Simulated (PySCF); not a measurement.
# Highest orbital energy against ionisation energy along group 13

Calculated with PySCF 2.14, no spin-orbit coupling. Each cell gives −ε(HOMO) / ΔSCF in eV; NIST values include spin-orbit coupling, (s) semi-empirical, (t) theoretical.

```csv
species,UHF,LDA,PBE,PBE0,r2SCAN,NIST (lowest levels)
"B (x2c-TZVPPall with one added diffuse shell each of s, p, d type, spin-free X2C)",8.671 / 8.040,4.105 / 8.637,4.167 / 8.669,5.370 / 8.644,4.578 / 8.764,8.298
"Al (x2c-TZVPPall with one added diffuse shell each of s, p, d type, spin-free X2C)",5.920 / 5.590,3.007 / 6.019,3.083 / 6.063,3.896 / 6.080,3.342 / 6.157,5.986
"Ga (x2c-TZVPPall with one added diffuse shell each of s, p, d type, spin-free X2C)",5.804 / 5.519,2.937 / 6.033,2.940 / 5.954,3.762 / 5.970,3.192 / 6.096,5.999
"In (x2c-TZVPPall with one added diffuse shell each of s, p, d, f type, spin-free X2C)",5.469 / 5.210,2.865 / 5.720,2.829 / 5.594,3.595 / 5.622,3.059 / 5.710,5.786
"Tl (x2c-TZVPPall with one added diffuse shell each of s, p, d, f type, spin-free X2C)",5.225 / 5.000,2.759 / 5.575,2.689 / 5.423,3.428 / 5.437,2.905 / 5.498,6.108
```

How far is −ε(HOMO) from ΔSCF on average for each method, and why?

UHF 0.35 eV; LDA -3.26 eV; PBE -3.20 eV; PBE0 -2.34 eV; r2SCAN -3.03 eV. Hartree-Fock orbital energies lack relaxation and so exceed the ΔSCF value; semilocal functionals have convex E(N) from self-interaction, so their HOMO lies far too high; exact exchange moves hybrids part of the way back.
